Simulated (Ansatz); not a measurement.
# FH4NSi: the cost of one run

Method: RKS PBE/def2-SVP, in Ansatz 0.2.0.

### Step 1. The starting structure

Bond lengths: Si1–F2 1.790 Å, Si1–H3 1.660 Å, Si1–H4 1.459 Å, Si1–N5 1.819 Å, N5–H6 1.060 Å, N5–H7 1.060 Å. Angles: F2–Si1–H3 43.3°, F2–Si1–H4 122.7°, F2–Si1–N5 122.7°, H3–Si1–H4 122.2°, H3–Si1–N5 122.2°, H4–Si1–N5 109.5°, Si1–N5–H6 120.0°, Si1–N5–H7 120.0°, H6–N5–H7 120.0°.

Coordinates:

```xyz
7

Si    0.0000    0.0000    0.0000
F     0.9996    0.0000    1.4848
H     1.6189    0.0000    0.3673
H    -0.6877    1.1914   -0.4862
N    -0.8572   -1.4851   -0.6061
H    -1.3922   -2.1014    0.0704
H    -0.8219   -1.7344   -1.6357
```

### Step 2. A restrained relaxation towards end A

Springs on the bonds that form and break draw the guess towards this end; the thresholds are loose.

The input, input.yaml:

```yaml
crystal:
  periodic: [false, false, false]
  atoms:
    - { symbol: Si, position_ang: [0.0, 0.0, 0.0] }
    - { symbol: F, position_ang: [0.9996, 0.0, 1.4848] }
    - { symbol: H, position_ang: [1.6189, 0.0, 0.3673] }
    - { symbol: H, position_ang: [-0.6877, 1.1914, -0.4862] }
    - { symbol: "N", position_ang: [-0.8572, -1.4851, -0.6061] }
    - { symbol: H, position_ang: [-1.3922, -2.1014, 0.0704] }
    - { symbol: H, position_ang: [-0.8219, -1.7344, -1.6357] }
basis:
  gaussian: { orbitals: def2-SVP }
hamiltonian:
  xc: pbe
relax:
  f_tol: 0.15
  max_steps: 25
  restrain:
    - { distance: [1, 2], at: 2.12, k: 30.0 }
    - { distance: [0, 1], at: 1.59, k: 30.0 }
    - { distance: [0, 2], at: 1.46, k: 30.0 }
```

On the command line:

```console
> ansatz run input.yaml --threads 1 --pin off --max-ram 2048MiB --backend cpu --events-out ev --progress --plain --runs-dir out
```

Q: Estimate wall time and peak memory on 1 thread of AMD EPYC 9R45 (Zen 5), shared host.

About 7.8 s, with a peak of 0.14 GiB.
